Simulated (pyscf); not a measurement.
Structures and frequencies: ωB97X-D3(BJ)/def2-SVP in PySCF.

PBE/def2-TZVP puts the barrier of `[OH][B]([OH])[OH]` + `[ClH]` -> `[OH2]` + `[OH][B]([OH])[Cl]` (four-centre exchange; singlet surface; B–O, Cl–H broken, H–O, B–Cl formed) at 17.7 kcal/mol and the reaction energy at +9.2 kcal/mol, from the separated reactants. What do r²SCAN/def2-TZVP, PBE0-D3(BJ)/def2-TZVP, ωB97M-D3(BJ)/def2-TZVP give on the same structures?

r²SCAN: ΔE‡ = 17.9 kcal/mol, ΔE = +10.2 kcal/mol; PBE0-D3(BJ): ΔE‡ = 18.3 kcal/mol, ΔE = +9.7 kcal/mol; ωB97M-D3(BJ): ΔE‡ = 20.9 kcal/mol, ΔE = +10.5 kcal/mol. PBE's barrier matches one of them and lies within 3.1 kcal/mol of the others. Its reaction energy lies under all of them, by 0.5 to 1.4 kcal/mol. On the reactant side the descent ends in a complex, 6.5 kcal/mol under the separated species and 27.5 kcal/mol under the saddle at ωB97X-D3(BJ)/def2-TZVP. On the product side the descent ends in a complex (not fully relaxed), 4.2 kcal/mol under the separated species and 15.7 kcal/mol under the saddle at ωB97X-D3(BJ)/def2-TZVP. The products may also form a dative adduct at HO–B(OH)–Cl; it and routes through it were not searched. This is the saddle that the search found; another between the same sides may lie lower.
